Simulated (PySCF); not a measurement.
Species: C₃H₂FNO.
Atom-mapped SMILES: `[F:1][c:2]1[cH:3][n:4][o:5][cH:6]1` (hydrogens: H7 on C3; H8 on C6)

Method: PBE0-D3(BJ)/def2-SVP geometry optimisation, gas phase (PySCF 2.14.0).

Problem. List the bond lengths and angles at this level.

Solution. 
```csv
bond,length (bohr)
F1–C2,2.488
C2–C3,2.679
C3–N4,2.471
N4–O5,2.566
O5–C6,2.524
C2–C6,2.573
C3–H7,2.059
C6–H8,2.054
```

A selection of angles:
```csv
angle,degrees
F1–C2–C3,127.2
F1–C2–C6,128.4
C3–C2–C6,104.4
C2–C3–N4,110.3
C2–C3–H7,129.1
N4–C3–H7,120.6
C3–N4–O5,106.5
N4–O5–C6,110.5
O5–C6–H8,117.7
C2–C6–O5,108.2
C2–C6–H8,134.0
```

The 5-membered ring C2–C3–N4–O5–C6 has internal angles of 104.4° to 110.5°; it is planar, 0.00 Å rms from its mean plane, widest ring torsion 0°. The 2 C–C bonds span 1.361 Å (C2–C6, aromatic) to 1.418 Å (C2–C3, aromatic), a spread of 0.057 Å. The 6 heavy atoms lie in one plane (0.001 Å rms).

Point group: Cs (tolerance 0.08 Å). Not checked by PBE0-D3(BJ)/def2-SVP frequencies.

Time: 20 s wall. Hardware: one thread of an Arm Neoverse V2, no GPU, on a shared host. That covers the optimisation of the geometry.
